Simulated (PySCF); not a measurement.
Methylketene, C3H4O.
InChI=1S/C3H4O/c1-2-3-4/h2H,1H3

Method: wB97X-D/def2-SVPD in PySCF (dipole) on a GFN2-xTB geometry, gas phase.

Masses are those of the commonest isotopes; rigid-rotor values at the optimised geometry. 

Q: What are A, B and C (cm⁻¹)?

A: Ia = 12.37, Ib = 112.25, Ic = 121.48 u·Å²; 505379 MHz·u·Å²/I gives 40855, 4502 and 4160 MHz, that is A = 1.36279, B = 0.15018, C = 0.13877 cm⁻¹.

Q: Classify the top.

A: A near-prolate asymmetric top. Ray's parameter κ = (2B − A − C)/(A − C) = -0.981; −1 is the prolate and +1 the oblate limit.

Q: Is it planar, by Δ = Ic − Ia − Ib?

A: Not planar: Δ = Ic − Ia − Ib = -3.14 u·Å². For a rigid frame Δ = −2 Σ m c², so Σ m c² = 1.57 u·Å² lies off the ab plane, practically all of it from hydrogen. The atom farthest from that plane is 0.88 Å away.

Q: Give the other two planar moments, Paa and Pbb, and the rms extents of the mass along the axes.

A: Paa = Σ m a² = (Ib + Ic − Ia)/2 = 110.68 and Pbb = Σ m b² = (Ia + Ic − Ib)/2 = 10.80 u·Å². With the mass M = 56.03 u, the rms extents √(P/M) along a, b and c are 1.41, 0.44, 0.17 Å.

Q: Give the coordinates in the principal-axis frame, origin at the centre of mass.

A: The sense of each axis is arbitrary; atoms in the order of the calculation.
| atom | mass (u) | a (Å) | b (Å) | c (Å) |
| --- | --- | --- | --- | --- |
| C1 | 12.000 | -1.790 | 0.356 | 0.000 |
| C2 | 12.000 | -0.585 | -0.545 | 0.000 |
| C3 | 12.000 | 0.639 | -0.131 | 0.000 |
| O4 | 15.995 | 1.747 | 0.233 | 0.000 |
| H5 | 1.008 | -1.488 | 1.399 | -0.005 |
| H6 | 1.008 | -2.398 | 0.170 | 0.885 |
| H7 | 1.008 | -2.403 | 0.165 | -0.880 |
| H8 | 1.008 | -0.760 | -1.609 | 0.000 |

Q: Which lines would a microwave search look for?

A: The dipole components are |μa| = 2.05 D, |μb| = 0.46 D, |μc| = 0.00 D; the mirror of this Cs structure is the ab plane, so μc vanishes by symmetry and there are no c-type lines. The squared components, which scale the intensities, stand as 1.00 : 0.05 (a : b). Some lines, for components of 0.1 D or more:

```
type  branch         J(Ka,Kc)     MHz  lower level (cm⁻¹)
   a       Q  3(1,2) ← 3(1,3)    2053               2.918
   a       R  3(2,2) ← 2(2,1)   25988               5.740
   a       R  4(2,3) ← 3(2,2)   34649               6.607
   a       R  5(2,4) ← 4(2,3)   43308               7.763
   b       R  2(1,2) ← 1(0,1)   53336               0.289
   b       R  4(1,4) ← 3(0,3)   69470               1.733
   b       Q  3(2,1) ← 3(1,2)  108559               2.986
   b       Q  2(2,1) ← 2(1,2)  110085               2.068
   b       Q  3(2,2) ← 3(1,3)  110600               2.918
   b       R  2(2,0) ← 1(1,1)  127071               1.502
   b       R  5(2,3) ← 4(1,4)  154680               4.051
   b       Q  5(3,2) ← 5(2,3)  182558               9.210
   b       Q  4(3,2) ← 4(2,3)  182628               7.763
   b       Q  5(4,2) ← 5(3,3)  255661              15.300
   b       Q  4(4,0) ← 4(3,1)  255664              13.855
   b       R  4(4,1) ← 3(3,0)  290320              12.699
   b       R  5(5,1) ← 4(4,0)  372030              22.383
```

No frequency check. No vibrational averaging or centrifugal distortion is included, and the geometry carries the error of its method. A rigid rotor knows nothing of internal rotation, which can split or shift real lines.
